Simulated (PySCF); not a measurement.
Species: trichlorofluoromethane, CCl₃F.
InChI=1S/CCl3F/c2-1(3,4)5

Level of theory: PBE0/pcSseg-1 in PySCF (dipole) on a GFN2-xTB geometry, gas phase.

Masses are those of the commonest isotopes; rigid-rotor values at the optimised geometry. 

**Question.** What are A, B and C (MHz)?

**Answer.** Ia = 206.75, Ib = 206.79, Ic = 295.71 u·Å²; 505379 MHz·u·Å²/I gives A = 2444, B = 2444, C = 1709 MHz.

**Question.** What kind of rotor is it?

**Answer.** An oblate symmetric top, as the point group C3v requires two equal moments; Ray's κ = 0.999.

**Question.** What does the inertial defect say?

**Answer.** Not planar: Δ = Ic − Ia − Ib = -117.84 u·Å². For a rigid frame Δ = −2 Σ m c², so Σ m c² = 58.92 u·Å² lies off the ab plane. The atom farthest from that plane is 1.59 Å away.

**Question.** Where do the R-branch lines fall?

**Answer.** The dipole of 0.41 D lies along the symmetry axis, so ΔK = 0 and J+1 ← J falls at 2B(J+1) for every K: 4.89 GHz, 9.78 GHz, 14.66 GHz, 19.55 GHz, 24.44 GHz for J = 0 to 4.

**Question.** Estimate the classical rotational partition function at 100 K, 200 K and 500 K.

**Answer.** Point group C3v, symmetry number σ = 3; q = (√π/σ)·√((kT/h)³/(ABC)), k/h = 20836.6 MHz/K: 17600 at 100 K, 49700 at 200 K, 197000 at 500 K.

GFN2-xTB frequencies: not computed here. Zero-point vibration and centrifugal distortion are left out.

Hardware: an x86-64 server with one thread, no GPU, on a shared host. Cost: 8.8 s wall. This is the PBE0/pcSseg-1 job that gave the dipole, with the shieldings it also computed.
